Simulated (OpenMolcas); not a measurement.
# A ladder of methods for PH2 (SMILES [PH2])

PH2 has 3 atoms, charge 0, and is taken as a doublet. As SMILES, `[PH2]`. The shape is that of a GFN2-xTB optimisation.

```tsv
atom	x (Å)	y (Å)	z (Å)
P	0.5145	-0.3028	0.2527
H	0.1115	1.0274	0.1724
H	-0.6260	-0.7246	-0.4251
```

Each level gives the energy change with the P1–H3 bond stretched from 1.392 to 2.784 Å (eV). The values are calculated.

```tsv
level	kind	program	value (eV)	less FCI/3-21G	CPU time (all runs)
UHF/3-21G	Hartree–Fock	OpenMolcas	1.82	-0.44	2.9 s
USVWN5/3-21G	LDA	OpenMolcas	2.96	+0.70	6.3 s
UPBE/3-21G	GGA	OpenMolcas	2.77	+0.51	7.4 s
U-r2SCAN/3-21G	meta-GGA	OpenMolcas	2.71	+0.45	9.3 s
UPBE0/3-21G	global hybrid	OpenMolcas	2.76	+0.50	7.8 s
CASSCF(3,3)/3-21G	multireference	OpenMolcas	2.14	-0.12	5 s
SC-NEVPT2(7,6)/3-21G	multireference	OpenMolcas	2.24	-0.02	4.9 s
FCI/3-21G	exact in the basis	OpenMolcas	2.26	0.00	7.6 s
```

FCI/3-21G is exact within its basis and frozen core, so for wave-function methods in that basis the difference is their error; functionals converge differently with the basis, so for them it is only a difference. The first shape isn't each level's own minimum. The values span 1.82 to 2.96 eV. Spin contamination of the reference (⟨S²⟩ at least 0.1 too high) touches UHF/3-21G, USVWN5/3-21G, UPBE/3-21G, U-r2SCAN/3-21G, UPBE0/3-21G. All rows use very small basis sets, so even the best lies far from the true value. CPU times are rough (shared hosts, several kinds of processor): they show what a rung costs within a factor of a few.
